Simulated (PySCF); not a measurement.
Compound: 2-methoxyacetamide, C3H7NO2.
SMILES: `COCC(N)=O`

Torsions of this conformer, `[CH3:1][O:2][CH2:3][C:4]([NH2:5])=[O:6]`: C1–O2–C3–C4 180°, O2–C3–C4–N5 -1°, H–N5–C4–C3 180°, H–N5–C4–C3 0°.

The closed-shell ground state was solved at several levels (PySCF, density fitting, gas phase, non-relativistic). The structure is a single PBE0-D3(BJ)/def2-SVP conformer in the gas phase; no vibrational or solvent corrections.

```json
{"level": "PBE0/pcSseg-1", "basis functions": "137", "HOMO (eV)": "-7.30", "LUMO (eV)": "0.96", "gap (eV)": "8.26", "dipole (D)": "3.77"}
{"level": "mPW1PW91/pcSseg-2", "basis functions": "314", "HOMO (eV)": "-7.43", "LUMO (eV)": "0.38", "gap (eV)": "7.81", "dipole (D)": "3.81"}
{"level": "B3LYP/def2-SVPD", "basis functions": "182", "HOMO (eV)": "-7.20", "LUMO (eV)": "0.19", "gap (eV)": "7.39", "dipole (D)": "3.84"}
```

(1) Estimate the row for B3LYP/pcJ-1, a basis of 232 functions; the other rows only guide the guess.

(2) Over all these levels, which gives the widest orbital gap and which the narrowest?

(3) How far do the dipole and the HOMO energy spread over the levels?

## Answers

(1) HOMO -7.01 eV, LUMO 0.70 eV, gap 7.71 eV, dipole 3.77 D.

(2) PBE0/pcSseg-1 (global hybrid, 25 % exact exchange) has the widest, 8.26 eV, and B3LYP/def2-SVPD (global hybrid, 20 % exact exchange) the narrowest, 7.39 eV. Functional and basis both differ between the two, so the spread mixes both effects.

(3) The dipole runs from 3.77 to 3.84 D (mean 3.80 D) and the HOMO from -7.43 to -7.01 eV.
